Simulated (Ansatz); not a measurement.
Relaxed structures of C₂H₅B, closed shell (PBE0-D4/def2-TZVP; forces vanish, vibrations not checked; lower isomers may exist, and structures with a doubtful reference or unclear bonds are left out; Å). Ansatz 0.2.0; basis: def2-TZVPP; cores frozen in the correlated methods.

(1) Rank them by CCSD(T) energy, lowest first, and give each one's height above the lowest. Links in brackets join atoms within 1.22 times the sum of their covalent radii (1.1 for two metals). (Judge from chemistry; the value comes from the calculation.)
A.
C₂H₅B ([BH2][CH][CH2])
```
8
angstrom
B 0.6708 0.2680 1.0869
C -0.1565 0.4899 -0.1862
C -0.5510 -0.5510 -0.9308
H -1.1380 -0.4402 -1.8391
H -0.4434 1.4867 -0.5167
H 1.0366 1.1783 1.7723
H 0.9564 -0.8533 1.3995
H -0.2908 -1.5663 -0.6444
```
B.
C₂H₅B ([BH][CH][CH3])
```
8
angstrom
B -0.8361 -0.1285 -1.3990
C -0.0381 0.3776 -0.3980
C 0.4227 -0.1759 0.9172
H -1.5091 -0.5073 -2.2854
H 0.3152 1.3867 -0.6396
H 0.0944 0.4558 1.7481
H 1.5147 -0.2279 0.9639
H 0.0362 -1.1805 1.0928
```
C.
C₂H₅B ([BH]1[CH2][CH2]1)
```
8
angstrom
B -0.4764 -0.4010 -0.8874
C -0.0309 1.0188 -0.5649
C 0.1801 -0.1135 0.4559
H -0.9734 -1.1706 -1.6384
H 0.8493 1.4335 -1.0491
H -0.4219 -0.0974 1.3607
H 1.1990 -0.4427 0.6423
H -0.7716 1.7789 -0.3310
```

T1 diagnostic: at most 0.013. The restricted Hartree–Fock reference is unstable towards an unrestricted one at one or more of these structures.

Results:

(1) Computed: A (0.000 eV), C (0.576 eV), B (0.791 eV). Heights count from the lowest.

For scale, one of the runs: CCSD(T)/def2-TZVPP, 163 basis functions, launched by `ansatz run in.yaml --threads 2 --pin off --events-out ev --progress --plain --max-ram 4352MiB`. The run took 15 s on 2 CPU threads of an Arm Neoverse V2 (shared host), with 1.3 GiB of host memory at its peak.
